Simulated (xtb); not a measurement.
CHCl3, charge -1, doublet, geometry from GFN2-xTB of the parent state (a state made from the parent by changing its charge; the spin is typed, not shown lowest); GFN0-xTB in xtb.

Here is a job for xtb.
```
$ xtb mol.xyz --gfn 0 --chrg -1 --uhf 1 --json

# file mol.xyz
5

C     -0.00102295     0.00710830     0.48100116
H     -0.00334391     0.02323614     1.57233262
Cl     0.00925814     1.67396575    -0.11215631
Cl     1.44662035    -0.84673105    -0.07184825
Cl    -1.45532076    -0.83111035    -0.07825071
```

The log (banner, timings and long lists left out):

```
   ID    Z sym.   atoms
    1    6 C      1
    2    1 H      2
    3   17 Cl     3-5

           -------------------------------------------------
          |                Calculation Setup                |
           -------------------------------------------------

           -------------------------------------------------
          |                 G F N 0 - x T B                 |
           -------------------------------------------------

          ...................................................
          :                      SETUP                      :
          :.................................................:
          :  # basis functions                  36          :
          :  # atomic orbitals                  33          :
          :  # shells                           13          :
          :  # electrons                        27          :
          :  electronic temp.          300.0000000     K    :
          :  accuracy                    1.0000000          :
          :  -> integral cutoff          0.2500000E+02      :
          :  -> integral neglect         0.1000000E-07      :
          ...................................................

         :::::::::::::::::::::::::::::::::::::::::::::::::::::
         ::                     SUMMARY                     ::
         :::::::::::::::::::::::::::::::::::::::::::::::::::::
         :: total energy             -16.818095720186 Eh    ::
         :: gradient norm              0.138075626426 Eh/a0 ::
         :: HOMO-LUMO gap              1.021571254599 eV    ::
         ::.................................................::
         :: H0 energy                -15.666429001298 Eh    ::
         :: repulsion energy           0.032667061412 Eh    ::
         :: electrostat energy        -1.182672674499 Eh    ::
         :: -> Gsolv                   0.000000000000 Eh    ::
         ::    -> Gsasa                0.000000000000 Eh    ::
         ::    -> Gshift               0.000000000000 Eh    ::
         :: dispersion energy         -0.001661105802 Eh    ::
         :: short-range corr.          0.000000000000 Eh    ::
         :: add. restraining           0.000000000000 Eh    ::
         :: total charge              -1.000000000000 e     ::
         :::::::::::::::::::::::::::::::::::::::::::::::::::::

           -------------------------------------------------
          |                Property Printout                |
           -------------------------------------------------

    * Orbital Energies and Occupations

         #    Occupation            Energy/Eh            Energy/eV
      -------------------------------------------------------------
         1        2.0000           -0.9717197             -26.4418
         2        2.0000           -0.9717197             -26.4418
         3        2.0000           -0.9716078             -26.4388
         4        2.0000           -0.5981891             -16.2776
         5        2.0000           -0.5387452             -14.6600
         6        2.0000           -0.5188746             -14.1193
         7        2.0000           -0.5188746             -14.1193
         8        2.0000           -0.4495473             -12.2328
         9        2.0000           -0.4495473             -12.2328
        10        2.0000           -0.4328525             -11.7785
        11        2.0000           -0.4328525             -11.7785
        12        2.0000           -0.4302209             -11.7069
        13        2.0000           -0.4291059             -11.6766
        14        1.0000           -0.2387150              -6.4958 (HOMO)
        15                         -0.2011729              -5.4742 (LUMO)
        16                         -0.2011729              -5.4742
        17                         -0.0921108              -2.5065
        18                         -0.0658920              -1.7930
        19                         -0.0645838              -1.7574
        20                         -0.0645838              -1.7574
        21                         -0.0610141              -1.6603
        22                         -0.0610141              -1.6603
        23                         -0.0585837              -1.5941
        24                         -0.0577663              -1.5719
        25                         -0.0577663              -1.5719
       ...                                ...                  ...
        33                          0.3319494               9.0328
      -------------------------------------------------------------
                  HL-Gap            0.0375421 Eh            1.0216 eV
             Fermi-level            0.0000000 Eh            0.0000 eV

     #   Z          covCN         q      C6AA      α(0)
     1   6 C        3.590     0.138    21.076     6.717
     2   1 H        0.925    -0.021     3.444     2.902
     3  17 Cl       1.176    -0.372   109.113    15.968
     4  17 Cl       1.176    -0.372   109.113    15.968
     5  17 Cl       1.176    -0.372   109.113    15.968

 Mol. C6AA /au·bohr⁶  :       1427.045531
 Mol. C8AA /au·bohr⁸  :      54532.724283
 Mol. α(0) /au        :         57.523772

Wiberg/Mayer (AO) data.
largest (>0.10) Wiberg bond orders for each atom

 ---------------------------------------------------------------------------
     #   Z sym  total        # sym  WBO       # sym  WBO       # sym  WBO
 ---------------------------------------------------------------------------
     1   6 C    3.711 --     2 H    0.963     4 Cl   0.916     3 Cl   0.916
                             5 Cl   0.916
     2   1 H    1.046 --     1 C    0.963
     3  17 Cl   1.186 --     1 C    0.916     5 Cl   0.121     4 Cl   0.121
     4  17 Cl   1.186 --     1 C    0.916     5 Cl   0.121     3 Cl   0.121
     5  17 Cl   1.186 --     1 C    0.916     3 Cl   0.121     4 Cl   0.121
 ---------------------------------------------------------------------------

Topologies differ in total number of bonds
Writing topology from bond orders to xtbtopo.mol

 dipole moment from electron density (au)
     X       Y       Z
  -0.0011   0.0077   0.5211  total (Debye):    1.325

           -------------------------------------------------
          | TOTAL ENERGY              -16.818095720186 Eh   |
          | GRADIENT NORM               0.138075626426 Eh/α |
          | HOMO-LUMO GAP               1.021571254599 eV   |
           -------------------------------------------------

normal termination of xtb
```
